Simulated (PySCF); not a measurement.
**SiS and its ions**

RHF; PySCF, no relativity, basis sets Si def2-TZVPPD, S def2-TZVPPD. Neutral (RHF): singlet (closed shell), Re = 1.911 Å, ωe = 817 cm⁻¹, De = 3.92 eV, HOMO -10.59 eV, LUMO 0.65 eV.

SiS⁻ (UHF): doublet (π ↑), Re = 2.023 Å, ωe = 644 cm⁻¹. The energies at the minima are -686.49727 hartree for SiS and -686.50251 for SiS⁻.

Task: Work out the adiabatic electron affinity, without and with harmonic zero-point energies (1 hartree = 27.2114 eV, 1 eV = 8065.5 cm⁻¹), and the change of the bond length.

Result: At HF: 0.00524 hartree = 0.143 eV between the minima; the zero-point term (817.0 − 644.0)/2 cm⁻¹ = +0.011 eV makes it 0.153 eV. Re changes by +11.2 pm against the neutral. The electron enters a π orbital, and the longer bond of the ion fits an antibonding orbital, or a change in how ionic the bond is.

Where the molecule has an RHF reference, its open-shell atoms are computed with UHF. Hartree–Fock leaves out correlation, which carries a large part of most bond energies and some tenths to 1 eV of ionisation energies. States were picked by a PBE0 search and need not be the measured ground states.

Neutral and ion stand on different kinds of reference determinant, which adds to the error of the difference.
